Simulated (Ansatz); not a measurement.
`CC(C)(F)C=O`, charge 0, multiplicity 1.

Task: Give a relaxed structure at PBE0-D4/def2-TZVP (the Gaussian-basis code of Ansatz). (An estimate is asked.)

Result: Ansatz gave: 
```xyz
13

C    -0.3341   -1.2568   -0.5316
C     0.3703   -0.0197   -0.0181
C    -0.1480    0.4502    1.3236
F     1.7290   -0.3084    0.1107
C     0.2681    1.1003   -1.0406
O    -0.7708    1.5923   -1.3759
H    -1.3852   -1.0302   -0.7144
H    -0.2600   -2.0572    0.2064
H     0.1179   -1.5969   -1.4651
H    -1.1892    0.7597    1.2255
H     0.4362    1.2983    1.6854
H    -0.0788   -0.3601    2.0512
H     1.2445    1.4286   -1.4570
```
Point group Cs.
This is one stationary point; other conformers may exist.
